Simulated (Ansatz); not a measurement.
C3H3N, SMILES `C[C]C#N` (lower triplet) (charge 0, multiplicity 3). This triplet lies 0.56 eV below the relaxed singlet at the level B3LYP/cc-pVTZ // B3LYP-D3(BJ)/def2-TZVP (Ansatz, a quantum-chemistry and plane-wave program).

Cartesian coordinates (Å):
SMILES: N#C[C]C
```xyz
7

C     -0.9505     0.2589    -0.1846
C      0.4365    -0.1211    -0.2942
C      1.6720    -0.4558    -0.3886
N      2.8330    -0.7710    -0.4781
H     -1.5731    -0.3137    -0.8798
H     -1.0880     1.3213    -0.4109
H     -1.3299     0.0813     0.8271
```
Charge 0, spin multiplicity 3.

Frozen-core energies in 6-31g from Ansatz at a geometry from B3LYP-D3(BJ)/def2-TZVP; the HF reference has <S^2> = 2.37 and the T1 diagnostic is 0.037.

| level | energy (Ha) | difference from CCSDT(Q) (mHa) |
|---|---|---|
| HF | -169.65797 | 357.72 |
| MP2 | -169.94792 | 67.77 |
| CCSD | -170.00280 | 12.89 |
| CCSD(T) | -170.01305 | 2.64 |
| CCSDT | -170.01443 | 1.26 |
| CCSDT(Q) | -170.01569 | 0.00 |
